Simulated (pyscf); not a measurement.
Thermochemistry of product channels of H₂N–Ti(Cl)(Cl)–Cl (SMILES [NH2][Ti]([Cl])([Cl])[Cl]) + HO–SiH₃ (SMILES O[SiH3]) on the singlet surface, in eV, from ωB97M-D3(BJ)/def2-TZVP energies (ideal gas, 1 atm, RRHO with modes under 100 cm⁻¹ raised to 100, one conformer, R ln 2 for chiral ones without a mode under 150 cm⁻¹). Single points on ωB97X-D3(BJ)/def2-SVP structures (PySCF, gas phase).

```json
[
 {"products": "NH₃ (SMILES N) + H₃Si–O–Ti(Cl)(Cl)–Cl (SMILES [SiH3][O][Ti]([Cl])([Cl])[Cl])", "ΔE": "-0.83", "ΔH(298 K)": "-0.77", "ΔG(298 K)": "-0.68", "ΔG(1200 K)": "___"},
 {"products": "H₂N–Ti(Cl)(Cl)–O–SiH₃ (SMILES [NH2][Ti]([Cl])([Cl])[O][SiH3]) + HCl (SMILES Cl)", "ΔE": "-0.11", "ΔH(298 K)": "-0.16", "ΔG(298 K)": "-0.07", "ΔG(1200 K)": "+0.16"}
]
```

Question: Complete the blanks.

Answer: 
- NH₃ (SMILES N) + H₃Si–O–Ti(Cl)(Cl)–Cl (SMILES [SiH3][O][Ti]([Cl])([Cl])[Cl]), ΔG(1200 K): -0.39

These are energies of the channels, which say nothing of barriers.
